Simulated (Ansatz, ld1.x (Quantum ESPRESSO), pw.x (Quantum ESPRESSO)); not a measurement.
zirconium (Zr): does the RRKJ potential hold in the solid?

* Element: zirconium
* Generator: ld1.x (Quantum ESPRESSO) 7.5
* Type: norm-conserving RRKJ (Kleinman–Bylander form)
* Functional: LDA (PW92)
* Relativity: scalar-relativistic
* Frozen core: [Kr]
* Valence charge: 4
* Reference configuration: 4d2 5s2 5p0
* Partial waves: 5p (bound, empty): rc 2.90 bohr; 4d (bound): rc 1.80 bohr; 5s (bound): rc 3.30 bohr
* Local potential: the s channel
* Core correction: none
* rho0: 0.005

Crystal test: diamond Zr in pw.x 7.5, no spin, 8³ k-points, Fermi–Dirac smearing 0.01 Ry, cutoffs 45/180 Ry. The reference is all-electron LAPW (Ansatz 0.2.0) with the same functional, mesh and smearing; V0 and B0 come from Birch–Murnaghan fits to the pressures at five volumes. Errors are pseudo minus all-electron; Δ is the rms difference of the E(V) curves that follow from these fits, minima aligned, over ±6 % about the mean V0. Mesh and smearing are coarse, so the numbers serve the comparison and aren't converged zero-temperature values; the lattice is a test structure that the element need not adopt.

```csv
V (Å³/atom),P all-electron (GPa),P pseudo (GPa)
26.466,2.16,2.37
27.163,1.01,1.43
27.859,-0.00,0.54
28.555,-0.93,-0.30
29.252,-1.79,-1.05
```

All-electron: a0 = 6.063 Å (V0 = 27.86 Å³/atom), B0 = 39.1 GPa.

Pseudopotential: mean pressure error (GPa): +0.51; a0 (Å): 6.095; a0 error (%): +0.54; B0 error (%): -15.3; Δ (meV/atom): 3.5. The largest radius (3.30 bohr) exceeds half the bond length (2.48 bohr), so the spheres overlap, which is one possible source of error among others. This is a poor potential for the solid.

At the middle volume, how do free energy and pressure move when the wave cutoff is lowered (ecutrho kept at four times it)?

```tsv
cutoff (Ry)	shift of F (meV/atom)	shift of P (GPa)
20	+842.2	-16.72
27	+91.2	-3.29
36	+1.5	+0.02
```

Input at the middle volume:

```
&control
  calculation='scf', prefix='x', pseudo_dir='./', outdir='./tmp', tstress=.true., disk_io='low'
/
&system
  ibrav=0, nat=2, ntyp=1, ecutwfc=45, ecutrho=180, nbnd=11,
  occupations='smearing', smearing='fd', degauss=0.01
/
&electrons
  conv_thr=1e-09, mixing_beta=0.4, electron_maxstep=70
/
ATOMIC_SPECIES
Zr 1.0 Zr.UPF
CELL_PARAMETERS angstrom
  0.00000000 3.03148326 3.03148326
  3.03148326 0.00000000 3.03148326
  3.03148326 3.03148326 0.00000000
ATOMIC_POSITIONS crystal
Zr 0.0000 0.0000 0.0000
Zr 0.2500 0.2500 0.2500
K_POINTS automatic
8 8 8 0 0 0
```

```bash
pw.x < Zr.scf.in > Zr.scf.out
```

Lines of the output:

```
Message from routine setup:
     using ibrav=0 with symmetry is DISCOURAGED, use correct ibrav instead
     lattice parameter (alat)  =       8.1016  a.u.
     unit-cell volume          =     376.0037 (a.u.)^3
     number of electrons       =         8.00
     number of Kohn-Sham states=           11
     kinetic-energy cutoff     =      45.0000  Ry
     charge density cutoff     =     180.0000  Ry
     scf convergence threshold =      1.0E-09
     Exchange-correlation= PW
     number of k points=    29  Fermi-Dirac smearing, width (Ry)=  0.0100
     iteration #  1     ecut=    45.00 Ry     beta= 0.40
     total energy              =     -11.98356109 Ry
     estimated scf accuracy    <       0.05565705 Ry
     iteration #  2     ecut=    45.00 Ry     beta= 0.40
     total energy              =     -11.98455870 Ry
     estimated scf accuracy    <       0.00653270 Ry
     iteration #  3     ecut=    45.00 Ry     beta= 0.40
     total energy              =     -11.98722661 Ry
     estimated scf accuracy    <       0.00034436 Ry
     iteration #  4     ecut=    45.00 Ry     beta= 0.40
     c_bands:  1 eigenvalues not converged
     total energy              =     -11.98756132 Ry
     estimated scf accuracy    <       0.00016020 Ry
     iteration #  5     ecut=    45.00 Ry     beta= 0.40
     total energy              =     -11.98759885 Ry
     estimated scf accuracy    <       0.00000014 Ry
     iteration #  6     ecut=    45.00 Ry     beta= 0.40
     c_bands:  1 eigenvalues not converged
     c_bands:  1 eigenvalues not converged
     c_bands:  4 eigenvalues not converged
     total energy              =     -11.98760390 Ry
     estimated scf accuracy    <       0.00000230 Ry
     iteration #  7     ecut=    45.00 Ry     beta= 0.40
     c_bands:  1 eigenvalues not converged
     total energy              =     -11.98760452 Ry
     estimated scf accuracy    <       0.00000122 Ry
     iteration #  8     ecut=    45.00 Ry     beta= 0.40
     c_bands:  1 eigenvalues not converged
     total energy              =     -11.98760470 Ry
     estimated scf accuracy    <          6.5E-09 Ry
     iteration #  9     ecut=    45.00 Ry     beta= 0.40
     the Fermi energy is     5.4996 ev
!    total energy              =     -11.98760471 Ry
     estimated scf accuracy    <          6.4E-10 Ry
     smearing contrib. (-TS)   =      -0.01933506 Ry
     The total energy is F=E-TS. E is the sum of the following terms:
     one-electron contribution =       6.58076251 Ry
     hartree contribution      =       0.70643133 Ry
     xc contribution           =      -4.21030955 Ry
     ewald contribution        =     -15.04515394 Ry
     convergence has been achieved in   9 iterations
          total   stress  (Ry/bohr**3)                   (kbar)     P=        5.36
```

The run at the middle volume (29 k-points, 9 iterations) took about 10 s on one core of a shared host (Neoverse-V2, 96 threads, 742 GiB, load 65).
